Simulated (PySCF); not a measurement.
## Ionisation energy of B by level of theory

B [He] 2s2 2p1 (2P) → B⁺ [He] 2s2 (1S), as a difference of total energies. Calculation: PySCF 2.14, in aug-cc-pVDZ-DK; scalar relativity by spin-free X2C-1e. Correlated levels: valence: 1s2 frozen. The calculations carry no spin-orbit coupling.

| method | ionisation energy (eV) |
| --- | --- |
| UHF | 8.040 |
| PBE0 | 8.660 |
| LDA | 8.649 |
| MP2 (valence) | 8.160 |
| SCS-MP2 (valence) | 8.124 |
| CCSD (valence) | 8.066 |
| CCSD(T) (valence) | 8.091 |

Task: How much does correlation contribute at CCSD(T) (valence)?

Result: 8.091 − (8.040) = 0.051 eV, measured against UHF.

Errors of the correlated levels include the incompleteness of this basis and the frozen core.

The coupled-cluster amplitudes are large for B⁺ (T1 above 0.03 or a double amplitude above 0.15), so a single reference is strained.

For comparison: 8.297 eV (measured; NIST levels, between the centres of gravity of the two terms).
